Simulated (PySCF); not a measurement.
The vertical singlet excitations below were computed for one of the candidates. Method used: TDDFT CAM-B3LYP/def2-SVPD, vertical, gas phase, core orbitals frozen in the response (PySCF 2.14.0, density-fitted response routines). Geometries: PBE0-D3(BJ)/def2-SVP, one conformer each.

```json
{"state": "S1", "ν̃ (cm⁻¹)": "56940", "f": "0.463", "main configurations (H = HOMO, L = LUMO)": "H→L (80%), H→L+1 (8%)"}
{"state": "S2", "ν̃ (cm⁻¹)": "56950", "f": "0.067", "main configurations (H = HOMO, L = LUMO)": "H→L+1 (76%), H→L (8%), H→L+4 (8%)"}
{"state": "S3", "ν̃ (cm⁻¹)": "58080", "f": "0.027", "main configurations (H = HOMO, L = LUMO)": "H→L+2 (92%)"}
{"state": "S4", "ν̃ (cm⁻¹)": "61360", "f": "0.014", "main configurations (H = HOMO, L = LUMO)": "H→L+3 (87%)"}
{"state": "S5", "ν̃ (cm⁻¹)": "64380", "f": "0.024", "main configurations (H = HOMO, L = LUMO)": "H→L+4 (86%), H→L+1 (9%)"}
{"state": "S6", "ν̃ (cm⁻¹)": "65720", "f": "0.0027", "main configurations (H = HOMO, L = LUMO)": "H-1→L (66%), H-1→L+3 (20%)"}
{"state": "S7", "ν̃ (cm⁻¹)": "69130", "f": "0.0032", "main configurations (H = HOMO, L = LUMO)": "H→L+5 (88%)"}
{"state": "S8", "ν̃ (cm⁻¹)": "69860", "f": "0.0062", "main configurations (H = HOMO, L = LUMO)": "H-2→L (59%), H-2→L+3 (13%)"}
{"state": "S9", "ν̃ (cm⁻¹)": "69870", "f": "0.023", "main configurations (H = HOMO, L = LUMO)": "H→L+6 (84%)"}
{"state": "S10", "ν̃ (cm⁻¹)": "72460", "f": "0.0015", "main configurations (H = HOMO, L = LUMO)": "H-3→L (70%)"}
```

Problem. Which structure fits? All have the formula C6H12.
A. `CCC=C(C)C`
B. `CC(C)=C(C)C`
C. `C(/C=C/CC)C`

Solution. C. Its S1, at 7.06 eV, is the highest among the candidates; the nearest of the others has S1 at 6.45 eV. S1 is HOMO→LUMO (80%), HOMO→LUMO+1 (8%). Löwdin shares by element: HOMO carbon 80% or more (atoms not listed hold the other 19%); LUMO carbon 52% or more (atoms not listed hold the other 48%). At the same level the other candidates give, for their lowest levels:
- `CC(C)=C(C)C`: 6.12 eV (f 0.006); 6.86 eV (f 0.604); 7.00 eV (f 0.000); 7.14 eV (f 0.000); 7.57 eV (f 0.009); T1 4.15 eV; HOMO -7.63, LUMO 1.31 eV
- `CCC=C(C)C`: 6.45 eV (f 0.016); 6.90 eV (f 0.480); 7.27 eV (f 0.020); 7.39 eV (f 0.023); 7.92 eV (f 0.043); T1 4.24 eV; HOMO -7.94, LUMO 1.31 eV

The values belong to the conformer `[CH3:1][CH2:2]/[CH:3]=[CH:4]/[CH2:5][CH3:6]`: C1–C2–C3–C4 -118°, C3–C4–C5–C6 -118°.
Triplets come from the Tamm–Dancoff approximation.
